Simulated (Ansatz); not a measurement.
**Choice of functional: NiO**

```
Ni O
1.0
     0.00000    2.10848    2.10848
     2.10848    0.00000    2.10848
     2.10848    2.10848    0.00000
Ni O
1 1
Direct
  0.00000 0.00000 0.00000
  0.50000 0.50000 0.50000
```

Atoms are numbered in the order listed.

The conventional cell has a = 4.217 Å, b = 4.217 Å, c = 4.217 Å, α = 90.00°, β = 90.00°, γ = 90.00°. Around Ni (atom 1) lie 6 O at 2.11 Å. Around O (atom 2) lie 6 Ni at 2.11 Å.

The structure comes from a relaxation in the same program, started in the rocksalt type, and has space group Fm-3m. Whether it is a known phase or the ground state wasn't checked.

Semilocal functionals without U often leave such compounds metallic or with too small a gap, and the real magnetic order may differ.

The magnetic state is the one reached from the start moments; no search over orders was made, so it needn't be the ground state.

One fixed cell is solved with several functionals by PAW with the default files in Ansatz 0.2.0, scalar-relativistically. A positive pressure means that the functional wants a larger cell.

The PAW files were made with PBE; their cores are remade for each functional.

The runs use a Γ-centred 16×16×16 k mesh, Fermi–Dirac smearing of 0.03 eV, cutoff 420 eV, spin-polarised from start moments Ni1 1.5 μB.

Cutoffs: PBE 420 eV, LDA 420 eV, PBEsol 420 eV, r²SCAN 500 eV.

| setting | P (GPa) | gap over the k mesh and a high-symmetry path (eV) | spin moment on Ni1 (μB) | lowest spin-up level at Γ above −25 eV, from the valence-band top or, without a gap, the Fermi level (eV) |
| --- | --- | --- | --- | --- |
| PBE | 0.00 | none | 1.46 | -20.13 |
| LDA | -24.81 | none | 0.13 | -19.92 |
| PBEsol | -11.74 | none | 1.29 | -20.14 |
| r²SCAN | -4.15 | 0.89 | 1.67 | -20.82 |
